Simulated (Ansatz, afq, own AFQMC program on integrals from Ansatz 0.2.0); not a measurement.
# SiP (quartet): quantum Monte Carlo beside coupled cluster at distance Si1–P2 = 3.234 Å, 6-31G, part 1 of 2

How near does AFQMC come to the top of the ladder for SiP (quartet)?

Computed with Ansatz 0.2.0, Gaussian basis, and an in-house AFQMC program (afq) on its integrals; all values are calculated. Level: 6-31G, frozen cores.

The runs, in order: Full CI; PBE (unrestricted); r2SCAN (unrestricted); PBE0 (unrestricted); B3LYP (unrestricted); wB97M-V (unrestricted); B2PLYP (unrestricted); CCSD(T) on UHF; Full CI; Full CI (sextet); CCSDT(Q) on UHF; CCSDTQ on UHF; Phaseless AFQMC, CISD trial on UHF; CCSD(T) on ROHF; Full CI; CCSDT(Q) on ROHF; CCSDTQ on ROHF; Phaseless AFQMC, CISD trial on ROHF.

8 further runs of the same task are left out: 1 for a known fault of the program, 7 that didn't finish.

## Step 1: What is computed

The geometry derives from a PBE0/def2-TZVP stationary point (not a proven minimum). One bond is set to the value named and the two fragments are kept rigid.

2 atoms, charge 0, spin multiplicity 4.

Atoms are counted from 1 here; the program's logs count them from 0.

No contacts short enough for the rule that draws bonds.

## Step 2: Full CI

File in.yaml:

```yaml
crystal:
  periodic: [false, false, false]
  atoms:
    - {symbol: Si, position_ang: [0.000000, 0.000000, 0.000000]}
    - {symbol: P, position_ang: [0.000000, 0.000000, 3.234000]}
basis:
  gaussian: {orbitals: 6-31G}
magnetization: {spin_polarized: false, initial_magnetization: 3}
correlation: {method: fci, electrons: outside_noble_gas}
```

The run is started by

```bash
$ ansatz run in.yaml --threads 1 --pin off --events-out ev --progress --plain --max-ram 16896MiB --backend cuda --devices 0, --max-vram 18GiB
```

Log:

```text
Functional definition: HF
  name "HF"
  cite "Fock, Z. Phys. 61, 126 (1930) doi:10.1007/BF01340294"
  parent pbe
  exchange = exact_x
  correlation = 0
492 factors; integrals over basis functions are off by at most 3.2e-8 eV
mean field evaluation 1: about -17128.0709 eV, gradient 7.4e0 eV
mean field evaluation 2: about -17128.0725 eV, gradient 7.4e0 eV
mean field evaluation 4: about -17128.7923 eV, gradient 1.6e0 eV
mean field evaluation 8: about -17128.8244 eV, gradient 3.6e-4 eV
mean field evaluation 16: about -17127.9145 eV, gradient 4.1e-3 eV
mean field evaluation 32: about -17126.5046 eV, gradient 1.1e1 eV
mean field evaluation 64: about -17126.9495 eV, gradient 8.1e0 eV
mean field evaluation 96: about -17128.8244 eV, gradient 3.5e-6 eV
mean field -17128.82435444 eV, -629.4726846915 hartree, gradient 3.5e-6 eV, S^2 3.750000; 9 other end points of the search recorded, 0 dependent functions left out
determinant -17128.82435444 eV, -629.4726846915 hartree, with singles and doubles -17131.25982271 eV, -629.5621864996 hartree
determinant -17127.91113842 eV, -629.4391246220 hartree, with singles and doubles -17129.91693308 eV, -629.5128362160 hartree
determinant -17127.82060354 eV, -629.4357975265 hartree, with singles and doubles -17129.21471985 eV, -629.4870303557 hartree
unrestricted determinant -17129.58465704 eV, -629.5006252967 hartree, S^2 4.4728
10 core orbitals not correlated: weight in the atoms' cores, before any rotation towards them, 1.000 or more for the frozen orbitals, at most 0.000 for the correlated occupied ones
reference -17128.82435444 eV, -629.4726846915 hartree; 6, 3 occupied and 10, 13 virtual orbitals, 492 factors
state -17131.41949836 eV, -629.5680544716 hartree
Total energy: -17131.41949836 eV, -629.5680544716 hartree
```

Wall time 22 s (1 × NVIDIA H100 80GB HBM3 with 1 thread of AMD EPYC 7R13 (Zen 3), shared host); peak host memory 1.4 GiB.

From the report: 1,121,120 determinants, symmetry B2.

## Step 3: PBE (unrestricted)

File in.yaml:

```yaml
crystal:
  periodic: [false, false, false]
  atoms:
    - {symbol: Si, position_ang: [0.000000, 0.000000, 0.000000]}
    - {symbol: P, position_ang: [0.000000, 0.000000, 3.234000]}
basis:
  gaussian: {orbitals: 6-31G}
magnetization: {spin_polarized: true, initial_magnetization: 3}
hamiltonian: {xc: {name: PBE}}
output: {orbitals: {seedname: orbitals}}
```

The run is started by

```bash
$ ansatz run in.yaml --threads 1 --pin off --events-out ev --progress --plain --max-ram 5632MiB --backend cpu
```

Log (excerpt; [...] marks lines left out):

```text
Functional definition: PBE
  name "PBE"
  cite "Perdew, Burke & Ernzerhof, Phys. Rev. Lett. 77, 3865 (1996) doi:10.1103/PhysRevLett.77.3865"
  parent pbe
[...]
280 factors; integrals over basis functions are off by at most 1.2e-4 eV
[...]
mean field -17151.44071871 eV, -630.3038207484 hartree, gradient 5.6e-6 eV, S^2 3.780858; 16 other end points of the search recorded, 0 dependent functions left out
reference -17151.44074838 eV, -630.3038218389 hartree; 16, 13 occupied and 10, 13 virtual orbitals, 280 factors
Total energy: -17151.44074838 eV, -630.3038218389 hartree
```

Wall time 2.4 s (1 thread of AMD EPYC 7R13 (Zen 3), shared host); peak memory 1.4 GiB.

From the report: ⟨S²⟩ of the determinant 3.781 (pure quartet: 3.75).

## Step 4: r2SCAN (unrestricted)

Changes to in.yaml since step 3:

```diff
@@ -8,3 +8,2 @@
 magnetization: {spin_polarized: true, initial_magnetization: 3}
-hamiltonian: {xc: {name: PBE}}
-output: {orbitals: {seedname: orbitals}}
+hamiltonian: {xc: {name: r2SCAN}}
```

Same command.

Log (excerpt; [...] marks lines left out):

```text
Functional definition: r2SCAN
  name "r2SCAN"
  cite "Furness, Kaplan, Ning, Perdew & Sun, J. Phys. Chem. Lett. 11, 8208 (2020) doi:10.1021/acs.jpclett.0c02405"
  cite "Furness, Kaplan, Ning, Perdew & Sun, J. Phys. Chem. Lett. 11, 9248 (2020) doi:10.1021/acs.jpclett.0c03077"
  parent r2scan
[...]
280 factors; integrals over basis functions are off by at most 1.2e-4 eV
[...]
mean field -17158.14626332 eV, -630.5502449676 hartree, gradient 2.1e-6 eV, S^2 3.864928; 14 other end points of the search recorded, 0 dependent functions left out
reference -17158.14627366 eV, -630.5502453477 hartree; 16, 13 occupied and 10, 13 virtual orbitals, 280 factors
Total energy: -17158.14627366 eV, -630.5502453477 hartree
```

Run time: 5.5 s. Hardware: 1 thread of AMD EPYC 7R13 (Zen 3), shared host; peak memory 1.4 GiB.

From the report: ⟨S²⟩ of the determinant 3.865 (pure quartet: 3.75).

## Step 5: PBE0 (unrestricted)

Changes to in.yaml since step 4:

```diff
@@ -8,2 +8,3 @@
 magnetization: {spin_polarized: true, initial_magnetization: 3}
-hamiltonian: {xc: {name: r2SCAN}}
+hamiltonian: {xc: {name: PBE0}}
+output: {orbitals: {seedname: orbitals}}
```

The command is unchanged.

Log (excerpt; [...] marks lines left out):

```text
Functional definition: PBE0
  name "PBE0"
  cite "Adamo & Barone, J. Chem. Phys. 110, 6158 (1999) doi:10.1063/1.478522"
  cite "Perdew, Burke & Ernzerhof, Phys. Rev. Lett. 77, 3865 (1996) doi:10.1103/PhysRevLett.77.3865"
  parent pbe
[...]
280 factors; integrals over basis functions are off by at most 1.2e-4 eV
[...]
mean field -17152.80414951 eV, -630.3539259063 hartree, gradient 1.2e-5 eV, S^2 3.939169; 3 other end points of the search recorded, 0 dependent functions left out
reference -17152.80417199 eV, -630.3539267323 hartree; 16, 13 occupied and 10, 13 virtual orbitals, 280 factors
Total energy: -17152.80417199 eV, -630.3539267323 hartree
```

It took 0.63 s on 1 thread of AMD EPYC 7R13 (Zen 3), shared host; peak memory 1.4 GiB.

From the report: ⟨S²⟩ of the determinant 3.939 (pure quartet: 3.75).

## Step 6: B3LYP (unrestricted)

Changes to in.yaml since step 5:

```diff
@@ -8,3 +8,2 @@
 magnetization: {spin_polarized: true, initial_magnetization: 3}
-hamiltonian: {xc: {name: PBE0}}
-output: {orbitals: {seedname: orbitals}}
+hamiltonian: {xc: {name: B3LYP}}
```

Launched as before.

Log (excerpt; [...] marks lines left out):

```text
Functional definition: B3LYP
  name "B3LYP"
  cite "Stephens, Devlin, Chabalowski & Frisch, J. Phys. Chem. 98, 11623 (1994) doi:10.1021/j100096a001"
  cite "Becke, Phys. Rev. A 38, 3098 (1988) doi:10.1103/PhysRevA.38.3098"
  cite "Lee, Yang & Parr, Phys. Rev. B 37, 785 (1988) doi:10.1103/PhysRevB.37.785"
  cite "Vosko, Wilk & Nusair, Can. J. Phys. 58, 1200 (1980) doi:10.1139/p80-159"
[...]
280 factors; integrals over basis functions are off by at most 1.2e-4 eV
[...]
mean field -17160.72338218 eV, -630.6449523391 hartree, gradient 8.4e-6 eV, S^2 3.847582; 10 other end points of the search recorded, 0 dependent functions left out
reference -17160.72357885 eV, -630.6449595665 hartree; 16, 13 occupied and 10, 13 virtual orbitals, 280 factors
Total energy: -17160.72357885 eV, -630.6449595665 hartree
```

Run time: 1.5 s. Hardware: 1 thread of AMD EPYC 7R13 (Zen 3), shared host; peak memory 1.4 GiB.

From the report: ⟨S²⟩ of the determinant 3.848 (pure quartet: 3.75).

## Step 7: wB97M-V (unrestricted)

Changes to in.yaml since step 6:

```diff
@@ -8,2 +8,3 @@
 magnetization: {spin_polarized: true, initial_magnetization: 3}
-hamiltonian: {xc: {name: B3LYP}}
+hamiltonian: {xc: {name: wB97M-V}}
+output: {orbitals: {seedname: orbitals}}
```

Launched as before.

Log (excerpt; [...] marks lines left out):

```text
Functional definition: wB97M-V
  name "wB97M-V"
  cite "Mardirossian & Head-Gordon, J. Chem. Phys. 144, 214110 (2016) doi:10.1063/1.4952647"
  cite "Becke, J. Chem. Phys. 107, 8554 (1997) doi:10.1063/1.475007"
  cite "Vydrov & Van Voorhis, J. Chem. Phys. 133, 244103 (2010) doi:10.1063/1.3521275"
  # Of w^i u^j: cxij and so on, Table III.
[...]
  gx(w, u) = 1 - cx + cx01*u + cx10*w
  gss(w, u) = css00 + css04*u^4 + css10*w + css20*w^2 + css43*w^4*u^3
  gos(w, u) = cos00 + cos10*w + (cos20 + cos21*u)*w^2 + (cos60 + cos61*u)*w^6
[...]
      + integral(e_c_pw_mod_opposite_spin*gos(b97_w_opposite, b97_u_opposite)) + vv10(b, c)
280 factors; integrals over basis functions are off by at most 1.2e-4 eV
118 factors; integrals over basis functions are off by at most 4.7e-6 eV
[...]
mean field -17158.41350313 eV, -630.5600658496 hartree, gradient 1.0e-5 eV, S^2 4.002394; 4 other end points of the search recorded, 0 dependent functions left out
reference -17158.41353390 eV, -630.5600669806 hartree; 16, 13 occupied and 10, 13 virtual orbitals, 280 factors
Total energy: -17158.41353390 eV, -630.5600669806 hartree
```

Wall time 2.4 s (1 thread of AMD EPYC 7R13 (Zen 3), shared host); peak memory 1.4 GiB.

From the report: ⟨S²⟩ of the determinant 4.002 (pure quartet: 3.75).

## Step 8: B2PLYP (unrestricted)

Changes to in.yaml since step 7:

```diff
@@ -8,3 +8,3 @@
 magnetization: {spin_polarized: true, initial_magnetization: 3}
-hamiltonian: {xc: {name: wB97M-V}}
-output: {orbitals: {seedname: orbitals}}
+hamiltonian: {xc: {name: B2PLYP}}
+correlation: {electrons: outside_noble_gas}
```

Launched as before.

Log (excerpt; [...] marks lines left out):

```text
Functional definition: B2PLYP
  name "B2PLYP"
  cite "Grimme, J. Chem. Phys. 124, 034108 (2006) doi:10.1063/1.2148954"
  cite "Becke, Phys. Rev. A 38, 3098 (1988) doi:10.1103/PhysRevA.38.3098"
  cite "Lee, Yang & Parr, Phys. Rev. B 37, 785 (1988) doi:10.1103/PhysRevB.37.785"
[...]
280 factors; integrals over basis functions are off by at most 1.2e-4 eV
[...]
mean field -17151.56493788 eV, -630.3083857187 hartree, gradient 1.2e-6 eV, S^2 4.201249; 9 other end points of the search recorded, 0 dependent functions left out
10 core orbitals not correlated: weight in the atoms' cores, before any rotation towards them, 1.000 or more for the frozen orbitals, at most 0.000 for the correlated occupied ones
reference -17151.56506411 eV, -630.3083903575 hartree; 6, 3 occupied and 10, 13 virtual orbitals, 280 factors
second order -1.45117868 eV of doubles, -0.00000000 eV of singles
Total energy: -17151.95688235 eV, -630.3227894124 hartree
```

Run time: 2.1 s. Hardware: 1 thread of AMD EPYC 7R13 (Zen 3), shared host; peak memory 1.4 GiB.

From the report: ⟨S²⟩ of the determinant 4.201 (pure quartet: 3.75).

## Step 9: CCSD(T) on UHF

Changes to in.yaml since step 8:

```diff
@@ -8,3 +8,2 @@
 magnetization: {spin_polarized: true, initial_magnetization: 3}
-hamiltonian: {xc: {name: B2PLYP}}
-correlation: {electrons: outside_noble_gas}
+correlation: {method: ccsd_t, electrons: outside_noble_gas, hamiltonian_folder: ham}
```

The run is started by

```bash
$ ansatz run in.yaml --threads 1 --pin off --events-out ev --progress --plain --max-ram 16896MiB --backend cuda --devices 0, --max-vram 18GiB
```

Log (excerpt; [...] marks lines left out):

```text
Functional definition: HF
  name "HF"
  cite "Fock, Z. Phys. 61, 126 (1930) doi:10.1007/BF01340294"
  parent pbe
[...]
280 factors; integrals over basis functions are off by at most 1.2e-4 eV
[...]
mean field -17129.58453927 eV, -629.5006209688 hartree, gradient 1.4e-6 eV, S^2 4.472746; 35 other end points of the search recorded, 0 dependent functions left out
determinant -17129.58453927 eV, -629.5006209688 hartree, with singles and doubles -17131.24270169 eV, -629.5615573138 hartree
determinant -17129.45858737 eV, -629.4959923218 hartree, with singles and doubles -17130.95591048 eV, -629.5510179311 hartree
determinant -17129.00489233 eV, -629.4793193367 hartree, with singles and doubles -17131.17424441 eV, -629.5590415550 hartree
determinant -17128.88963420 eV, -629.4750836784 hartree, with singles and doubles -17130.03823343 eV, -629.5172939216 hartree
[...]
determinant -17128.82155674 eV, -629.4725818781 hartree, with singles and doubles -17130.99374787 eV, -629.5524084298 hartree
determinant -17128.81302525 eV, -629.4722683515 hartree, with singles and doubles -17131.25294474 eV, -629.5619337387 hartree
determinant -17128.81302525 eV, -629.4722683515 hartree, with singles and doubles -17131.28678101 eV, -629.5631771987 hartree
10 core orbitals not correlated: weight in the atoms' cores, before any rotation towards them, 1.000 or more for the frozen orbitals, at most 0.000 for the correlated occupied ones
reference -17129.58453927 eV, -629.5006209688 hartree; 6, 3 occupied and 10, 13 virtual orbitals, 280 factors
second order -0.89835128 eV of doubles, -0.00000000 eV of singles
cycle   1  -1.72655101 eV  change    7.7e-7 eV  update   5.2e-6
[...]
cycle   6  -1.72656432 eV  change   -2.9e-6 eV  update   1.2e-6
perturbative correction -0.06823427 eV, -0.0025075630 hartree
Total energy: -17131.37933786 eV, -629.5665786004 hartree
```

Run time: 28 s. Hardware: 1 × NVIDIA H100 80GB HBM3 with 1 thread of AMD EPYC 7R13 (Zen 3), shared host; peak host memory 1.4 GiB.

From the report: ⟨S²⟩ of the determinant 4.473 (pure quartet: 3.75); correlation -1.7948 eV; T1 0.077; largest double amplitude 0.31. The determinant is far from a pure spin state, so its energy mixes those of several spin states (harmless only where they are near-degenerate, as at dissociation).

This run also writes the integrals to the folder ham.

## Step 10: Full CI

File in.yaml:

```yaml
hamiltonian:
  integrals:
    folder: ../ham
correlation: {method: fci}
```

Launched as before.

Log:

```text
Functional definition: HF
  name "HF"
  cite "Fock, Z. Phys. 61, 126 (1930) doi:10.1007/BF01340294"
  parent pbe
  exchange = exact_x
  correlation = 0
reference -17129.58453927 eV, -629.5006209688 hartree; 6, 3 occupied and 10, 13 virtual orbitals, 280 factors
state -17131.41941942 eV, -629.5680515704 hartree
Total energy: -17131.41941942 eV, -629.5680515704 hartree
```

It took 27 s on 1 × NVIDIA H100 80GB HBM3 with 1 thread of AMD EPYC 7R13 (Zen 3), shared host; peak host memory 1.4 GiB.

From the report: 1,121,120 determinants.

## Step 11: Full CI (sextet)

File in.yaml:

```yaml
crystal:
  periodic: [false, false, false]
  atoms:
    - {symbol: Si, position_ang: [0.000000, 0.000000, 0.000000]}
    - {symbol: P, position_ang: [0.000000, 0.000000, 3.234000]}
basis:
  gaussian: {orbitals: 6-31G}
magnetization: {spin_polarized: false, initial_magnetization: 5}
correlation: {method: fci, electrons: outside_noble_gas}
```

Launched as before.

Log (excerpt; [...] marks lines left out):

```text
Functional definition: HF
  name "HF"
  cite "Fock, Z. Phys. 61, 126 (1930) doi:10.1007/BF01340294"
  parent pbe
[...]
492 factors; integrals over basis functions are off by at most 3.2e-8 eV
[...]
mean field -17129.98562218 eV, -629.5153604938 hartree, gradient 3.2e-6 eV, S^2 8.750000; 7 other end points of the search recorded, 0 dependent functions left out
[...]
determinant -17129.98562218 eV, -629.5153604938 hartree, with singles and doubles -17131.15977108 eV, -629.5585096700 hartree
determinant -17129.40002606 eV, -629.4938402333 hartree, with singles and doubles -17130.54603835 eV, -629.5359554081 hartree
10 core orbitals not correlated: weight in the atoms' cores, before any rotation towards them, 1.000 or more for the frozen orbitals, at most 0.000 for the correlated occupied ones
reference -17129.98562218 eV, -629.5153604938 hartree; 7, 2 occupied and 9, 14 virtual orbitals, 492 factors
state -17131.17665375 eV, -629.5591300966 hartree
Total energy: -17131.17665375 eV, -629.5591300966 hartree
```

Run time: 18 s. Hardware: 1 × NVIDIA H100 80GB HBM3 with 1 thread of AMD EPYC 7R13 (Zen 3), shared host; peak host memory 1.4 GiB.

From the report: 344,256 determinants, symmetry A1.

## Step 12: CCSDT(Q) on UHF

File in.yaml:

```yaml
crystal:
  periodic: [false, false, false]
  atoms:
    - {symbol: Si, position_ang: [0.000000, 0.000000, 0.000000]}
    - {symbol: P, position_ang: [0.000000, 0.000000, 3.234000]}
basis:
  gaussian: {orbitals: 6-31G}
magnetization: {spin_polarized: true, initial_magnetization: 3}
correlation: {method: ccsdt_q, electrons: outside_noble_gas}
```

Same command.

Log (excerpt; [...] marks lines left out):

```text
Functional definition: HF
  name "HF"
  cite "Fock, Z. Phys. 61, 126 (1930) doi:10.1007/BF01340294"
  parent pbe
[...]
492 factors; integrals over basis functions are off by at most 3.2e-8 eV
[...]
mean field -17129.58465704 eV, -629.5006252969 hartree, gradient 1.3e-6 eV, S^2 4.472755; 35 other end points of the search recorded, 0 dependent functions left out
determinant -17129.58465704 eV, -629.5006252969 hartree, with singles and doubles -17131.24277158 eV, -629.5615598823 hartree
determinant -17129.45870279 eV, -629.4959965633 hartree, with singles and doubles -17130.95599943 eV, -629.5510212000 hartree
determinant -17129.00501856 eV, -629.4793239755 hartree, with singles and doubles -17131.17432287 eV, -629.5590444386 hartree
determinant -17128.88977404 eV, -629.4750888174 hartree, with singles and doubles -17130.03839007 eV, -629.5172996780 hartree
[...]
determinant -17128.82169585 eV, -629.4725869901 hartree, with singles and doubles -17130.99383157 eV, -629.5524115055 hartree
determinant -17128.81311888 eV, -629.4722717925 hartree, with singles and doubles -17131.25301404 eV, -629.5619362858 hartree
determinant -17128.81311888 eV, -629.4722717925 hartree, with singles and doubles -17131.28684409 eV, -629.5631795169 hartree
10 core orbitals not correlated: weight in the atoms' cores, before any rotation towards them, 1.000 or more for the frozen orbitals, at most 0.000 for the correlated occupied ones
reference -17129.58465704 eV, -629.5006252969 hartree; 6, 3 occupied and 10, 13 virtual orbitals, 492 factors
second order -0.89836539 eV of doubles, -0.00000000 eV of singles
cycle   1  -1.18650792 eV  change   -2.9e-1 eV  update   6.9e-2
[...]
cycle  33  -1.82755866 eV  change    1.9e-7 eV  update   9.0e-7
perturbative correction -0.00681575 eV, -0.0002504740 hartree
Total energy: -17131.41903145 eV, -629.5680373127 hartree
```

It took 46 s on 1 × NVIDIA H100 80GB HBM3 with 1 thread of AMD EPYC 7R13 (Zen 3), shared host; peak host memory 1.4 GiB.

From the report: ⟨S²⟩ of the determinant 4.473 (pure quartet: 3.75); correlation -1.8344 eV; T1 0.087; largest double amplitude 0.36. The determinant is far from a pure spin state, so its energy mixes those of several spin states (harmless only where they are near-degenerate, as at dissociation).

## Step 13: CCSDTQ on UHF

Changes to in.yaml since step 12:

```diff
@@ -8,2 +8,2 @@
 magnetization: {spin_polarized: true, initial_magnetization: 3}
-correlation: {method: ccsdt_q, electrons: outside_noble_gas}
+correlation: {method: ccsdtq, electrons: outside_noble_gas}
```

Launched as before.

Log (excerpt; [...] marks lines left out):

```text
Functional definition: HF
  name "HF"
  cite "Fock, Z. Phys. 61, 126 (1930) doi:10.1007/BF01340294"
  parent pbe
[...]
492 factors; integrals over basis functions are off by at most 3.2e-8 eV
[...]
mean field -17129.58465704 eV, -629.5006252969 hartree, gradient 1.3e-6 eV, S^2 4.472755; 35 other end points of the search recorded, 0 dependent functions left out
determinant -17129.58465704 eV, -629.5006252969 hartree, with singles and doubles -17131.24277158 eV, -629.5615598823 hartree
determinant -17129.45870279 eV, -629.4959965633 hartree, with singles and doubles -17130.95599943 eV, -629.5510212000 hartree
determinant -17129.00501856 eV, -629.4793239755 hartree, with singles and doubles -17131.17432287 eV, -629.5590444386 hartree
determinant -17128.88977404 eV, -629.4750888174 hartree, with singles and doubles -17130.03839007 eV, -629.5172996780 hartree
[...]
determinant -17129.00501856 eV, -629.4793239755 hartree, with singles and doubles -17131.27656221 eV, -629.5628016648 hartree
determinant -17128.82169585 eV, -629.4725869901 hartree, with singles and doubles -17130.99383157 eV, -629.5524115055 hartree
determinant -17128.81311888 eV, -629.4722717925 hartree, with singles and doubles -17131.25301404 eV, -629.5619362858 hartree
determinant -17128.81311888 eV, -629.4722717925 hartree, with singles and doubles -17131.28684409 eV, -629.5631795169 hartree
10 core orbitals not correlated: weight in the atoms' cores, before any rotation towards them, 1.000 or more for the frozen orbitals, at most 0.000 for the correlated occupied ones
reference -17129.58465704 eV, -629.5006252969 hartree; 6, 3 occupied and 10, 13 virtual orbitals, 492 factors
second order -0.89836539 eV of doubles, -0.00000000 eV of singles
cycle   1  -1.18650841 eV  change   -2.9e-1 eV  update   6.9e-2
[...]
cycle  36  -1.83469092 eV  change    1.6e-7 eV  update   1.1e-6
Total energy: -17131.41934796 eV, -629.5680489444 hartree
```

Wall time 83 s (1 × NVIDIA H100 80GB HBM3 with 1 thread of AMD EPYC 7R13 (Zen 3), shared host); peak host memory 1.4 GiB.

From the report: ⟨S²⟩ of the determinant 4.473 (pure quartet: 3.75); correlation -1.8347 eV; T1 0.088; largest double amplitude 0.37. The determinant is far from a pure spin state, so its energy mixes those of several spin states (harmless only where they are near-degenerate, as at dissociation).

(Continued in part 2 of 2.)
